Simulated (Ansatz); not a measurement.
# CH₂F− (SMILES [CH2-]F): functionals against CCSD(T) at one geometry

An exercise on one series of results from a longer session: the logs are not shown, and one member is left open.

Program: Ansatz 0.2.0, Gaussian basis. Level of theory: single points in def2-TZVPPD. These are calculated values, not measurements.

Correlated methods freeze the cores.

## Starting geometry

SMILES `[CH2-]F`, 4 atoms, charge -1, spin multiplicity 1.

Atoms are counted from 1 here; the program's logs count them from 0.

Bond lengths: C1–H3 1.195 Å, C1–H4 1.111 Å. Angles: H3–C1–H4 112.3°.

As a file:

```xyz
4

C     0.02810   -0.13420   -0.41380
F     1.02400    0.82660    0.52150
H    -0.94000    0.54760   -0.24970
H    -0.00880   -1.07080    0.18290
```

Set-up of the first run:

File run/in.yaml:

```yaml
crystal:
  periodic: [false, false, false]
  atoms:
    - {symbol: C, position_ang: [0.028100, -0.134200, -0.413800]}
    - {symbol: F, position_ang: [1.024000, 0.826600, 0.521500]}
    - {symbol: H, position_ang: [-0.940000, 0.547600, -0.249700]}
    - {symbol: H, position_ang: [-0.008800, -1.070800, 0.182900]}
basis:
  gaussian: {orbitals: "def2-TZVPPD.json"}
total_charge: -1
correlation: {method: ccsd_t}
output: {forces: true}
```

The basis file named in the input lies beside it (Basis Set Exchange, JSON).

The command line of these runs was not kept.

Steps of the session up to this table: CCSD(T)/def2-TZVPPD; PBE0-D4/def2-TZVPPD; wB97M-V/def2-TZVPPD; r2SCAN-D4/def2-TZVPPD; PBE-D4/def2-TZVPPD; B97M-V/def2-TZVPPD; BLYP-D4/def2-TZVPPD.

One of the session's tables, all rows but one given; the rest of the session is left out.

```
   method  RMS force component (eV/Å)  angle to CCSD(T) forces (°)
  CCSD(T)                       1.051                    reference
  PBE0-D4                       1.111                          3.4
  wB97M-V                       1.080                          3.5
r2SCAN-D4                           ?                            ?
   PBE-D4                       0.970                          7.0
   B97M-V                       1.046                          2.8
  BLYP-D4                       0.892                         10.5
```

**Question.** Estimate the row for r2SCAN-D4.

The run gave: RMS force component (eV/Å): 1.036; angle to CCSD(T) forces (°): 2.0. In the column «RMS force component (eV/Å)» it lies between PBE-D4 (0.970) and B97M-V (1.046).

Caveats from the session: The anion's highest level is positive in at least one run, so there the basis alone may hold the extra electron.
